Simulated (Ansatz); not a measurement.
The same path of ClH + H4OSi (8 atoms, charge 0, multiplicity 1) was run twice with different band settings. Lost on the way: Si1–O2, Cl7–H8. Made: Si1–Cl7, O2–H8.

All numbers below come from RKS revPBE/def2-SVP (Ansatz 0.2.0).

Relaxed end points:

```xyz
8
Properties=species:S:1:pos:R:3
Si -0.233 0.269 -0.114
O 0.023 -0.126 1.530
H -0.786 -0.216 2.066
H 1.138 0.425 -0.693
H -1.004 1.558 -0.222
H -0.992 -0.814 -0.833
Cl 1.779 -2.730 1.966
H 1.110 -1.597 1.874
```

```xyz
8
Properties=species:S:1:pos:R:3
Si 0.434 -0.111 -0.440
O -0.678 -0.353 2.548
H -1.190 -1.173 2.408
H 0.968 0.011 -1.840
H 0.441 1.231 0.218
H -0.931 -0.726 -0.494
Cl 1.756 -1.410 0.569
H 0.234 -0.700 2.605
```

Common settings: spring 5.0 eV/Å²; optimiser quadratic models (default); start path through a guess of the saddle point; force threshold 0.05 eV/Å; iteration limit 60; end points relaxed.

| run | movable images | climbing image |
| --- | --- | --- |
| 1 | 7 | yes |
| 2 | 6 | no |

Question: What does each run give, and how far can it be trusted?

Answer: Run 1: converged after 26 iterations, highest image 0.834 eV above the first end. A vibrational analysis at the climbing image gives one clearly imaginary mode, 188i cm⁻¹: a first-order saddle point.
Run 2: converged after 38 iterations, highest image 0.763 eV above the first end. The profile has 2 maxima (images 2, 5) with wells between them (image 4): this band takes more than one step, which may be the mechanism or a detour left from its start path. No image climbed, so the highest image needn't sit at the top of the path.
The orbitals stay closed-shell, which can raise the energy where a bond breaks towards radicals; this wasn't checked here.
